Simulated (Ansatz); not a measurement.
# C2H4S2: the cost of one run

Program: Ansatz 0.2.0. Level of theory: UKS r2SCAN/def2-SVP. These are calculated values, not measurements.

1 further run of the same task is left out (it didn't finish).

## (1) Starting point

Bond lengths: C1–C2 1.498 Å, C2–S3 1.800 Å, C2–S4 1.800 Å, S3–S4 2.052 Å, C1–H5 1.088 Å, C1–H6 1.089 Å, C1–H7 1.089 Å, C2–H8 1.087 Å. Angles: C1–C2–S3 118.5°, C1–C2–S4 118.4°, C1–C2–H8 115.4°, S3–C2–S4 69.5°, S3–C2–H8 113.6°, S4–C2–H8 113.6°, C2–C1–H5 110.5°, C2–C1–H6 109.9°, C2–C1–H7 109.9°, H5–C1–H6 108.9°, H5–C1–H7 108.9°, H6–C1–H7 108.6°, C2–S3–S4 55.2°, C2–S4–S3 55.2°.

Structure file:

```xyz
8

C    -0.3180    0.8215   -0.1794
C    -0.0741   -0.6235    0.1328
S     1.2429   -1.0409    1.2860
S     1.2653   -1.4704   -0.7205
H     0.6252    1.3536   -0.2817
H    -0.8766    0.9108   -1.1102
H    -0.8980    1.2811    0.6201
H    -0.9667   -1.2323    0.2528
```

## (2) Relaxing end A

Input file input.yaml:

```yaml
crystal:
  periodic: [false, false, false]
  atoms:
    - { symbol: C, position_ang: [-0.31805, 0.82153, -0.17939] }
    - { symbol: C, position_ang: [-0.07407, -0.62347, 0.13284] }
    - { symbol: S, position_ang: [1.24289, -1.04094, 1.28604] }
    - { symbol: S, position_ang: [1.26526, -1.47038, -0.72047] }
    - { symbol: H, position_ang: [0.62521, 1.35362, -0.28168] }
    - { symbol: H, position_ang: [-0.87659, 0.91084, -1.11023] }
    - { symbol: H, position_ang: [-0.898, 1.28112, 0.62006] }
    - { symbol: H, position_ang: [-0.96666, -1.23233, 0.25283] }
magnetization:
  spin_polarized: true
basis:
  gaussian: { orbitals: def2-SVP }
hamiltonian:
  xc: r2scan
relax:
  f_tol: 0.02
  max_steps: 50
```

On the command line:

```console
ansatz run input.yaml --threads 2 --pin off --max-ram 3072MiB --backend cpu --events-out ev --progress --plain --runs-dir out
```

Q: Estimate wall time and peak memory on 2 threads of Arm Neoverse V1, shared host.

About 29 s, with a peak of 0.19 GiB.
